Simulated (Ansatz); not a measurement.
Job for Ansatz (an electronic-structure program): R-CAM-B3LYP/def2-TZVPPD on H2O (SMILES O). Files ending in .json are basis or fitting sets from the Basis Set Exchange.

Ansatz 0.2 input:
```yaml
crystal:
  periodic: [false, false, false]
  atoms:
    - {symbol: O, position_ang: [-1.52438989, -0.04361803, 0.00486898]}
    - {symbol: H, position_ang: [-1.84438689, 0.85921797, -0.01656202]}
    - {symbol: H, position_ang: [-0.56467289, 0.05456297, 0.00014598]}
basis:
  gaussian:
    orbitals: def2-TZVPPD.json
hamiltonian:
  xc: {name: CAM-B3LYP}
scf: {lower_state_search: off}
```

Output:

```
WARN ansatz: RAYON_NUM_THREADS=1 ignored (pool sized by the plan → 1); use --threads N
Functional definition: CAM-B3LYP
these checks for a lower state are left out or cut short: stability, starts, cluster_reference, orbital_swaps, neighbouring_geometries, increment
integrals: 0.01 GiB planned
302 factors; their error is unknown
integrals: 0.04 GiB planned
104 factors; integrals over basis functions are off by at most 2.7e-5 eV
mean field: 0.13 GiB planned
mean field evaluation 1: about -2076.2722 eV, gradient 4.9e1 eV
mean field evaluation 2: about -2072.8944 eV, gradient 6.7e1 eV
mean field evaluation 4: about -2080.0678 eV, gradient 2.4e-1 eV
mean field evaluation 8: about -2080.0721 eV, gradient 2.3e-1 eV
mean field evaluation 16: about -2080.0722 eV, gradient 4.2e-6 eV
mean field -2080.07216197 eV, -76.4412420288 hartree, gradient 4.2e-6 eV, S^2 0.000000; 0 other end points of the search recorded, 0 dependent functions left out
reference -2080.07225345 eV, -76.4412453907 hartree; 5, 5 occupied and 69, 69 virtual orbitals, 302 factors
Total energy: -2080.07225345 eV, -76.4412453907 hartree
Checks for a lower state left out: stability, starts, cluster_reference, orbital_swaps, neighbouring_geometries, increment
```

The calculation finished and met its thresholds.

Cost: roughly 0.5 core-seconds.
